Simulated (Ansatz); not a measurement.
## H$_{2}$O, singlet along the distance O1-H2

Starting geometry (PBE0/def2-TZVP stationary point for this spin, not checked as a minimum):

| atom | x (Å) | y (Å) | z (Å) |
| --- | --- | --- | --- |
| O | 0.0000 | -0.0653 | 0.0000 |
| H | 0.0000 | 0.5184 | -0.7615 |
| H | 0.0000 | 0.5184 | 0.7615 |

From there H2 moves along the line of the two atoms named below, all else staying in place; atoms are numbered as listed. Energies are in eV, counted from the starting geometry at the same level. Kohn–Sham curves are unrestricted where that lies lower.

Basis cc-pVDZ; Ansatz 0.2.0. Only valence electrons are correlated (noble-gas cores frozen). Prefix R: restricted or restricted open-shell reference; prefix U: unrestricted.

Unrestricted rows (U, and Kohn–Sham where it breaks symmetry) aren't spin-pure: their determinants' ⟨S²⟩ exceeds S(S+1) by up to 1.00, so they mix in states of higher spin.

Full CI is exact within this basis and frozen core; it isn't the basis-set limit. The frozen core follows each run's orbitals, which can shift R against U totals by a few meV.

```json
{"distance O1-H2 (Å)": "0.765", "full CI": "1.749", "curve A": "1.547", "curve B": "1.735", "curve C": "1.737", "curve D": "1.814"}
{"distance O1-H2 (Å)": "0.884", "full CI": "0.209", "curve A": "0.130", "curve B": "0.203", "curve C": "0.203", "curve D": "0.242"}
{"distance O1-H2 (Å)": "0.960", "full CI": "0.000", "curve A": "0.000", "curve B": "0.000", "curve C": "0.000", "curve D": "0.000"}
{"distance O1-H2 (Å)": "1.055", "full CI": "0.175", "curve A": "0.278", "curve B": "0.183", "curve C": "0.186", "curve D": "0.125"}
{"distance O1-H2 (Å)": "1.181", "full CI": "0.772", "curve A": "1.021", "curve B": "0.796", "curve C": "0.810", "curve D": "0.659"}
{"distance O1-H2 (Å)": "1.304", "full CI": "1.494", "curve A": "1.904", "curve B": "1.536", "curve C": "1.577", "curve D": "1.335"}
{"distance O1-H2 (Å)": "1.551", "full CI": "2.854", "curve A": "3.131", "curve B": "2.987", "curve C": "3.865", "curve D": "2.705"}
{"distance O1-H2 (Å)": "1.745", "full CI": "3.651", "curve A": "3.432", "curve B": "3.873", "curve C": "4.556", "curve D": "3.629"}
{"distance O1-H2 (Å)": "2.065", "full CI": "4.433", "curve A": "3.576", "curve B": "4.655", "curve C": "4.923", "curve D": "4.559"}
{"distance O1-H2 (Å)": "2.626", "full CI": "4.876", "curve A": "3.617", "curve B": "4.902", "curve C": "5.045", "curve D": "5.037"}
{"distance O1-H2 (Å)": "3.309", "full CI": "4.965", "curve A": "3.626", "curve B": "4.930", "curve C": "5.068", "curve D": "5.157"}
```

Problem. The curves come from PBE, UCCSD, UHF, UMP2. Compare each with full CI and say which is which.

Solution. A: UHF, B: UCCSD, C: UMP2, D: PBE. Spread of the error against full CI, over the points where both stand: A 1.748, B 0.257, C 1.023, D 0.352 eV. PBE at 3.309 Å lies 0.193 eV (4 %) above the reference in this basis. UCCSD is close again at 3.309 Å (-0.035 eV) but misses by 0.223 eV at 1.745 Å, where its determinant is a mixture of spins (⟨S²⟩ 0.79).

In so small a basis the reference is far from its limit while semilocal and hybrid functionals are nearer theirs, so the functionals' errors here hold much of the reference's basis and frozen-core error, which can add to them or hide them.
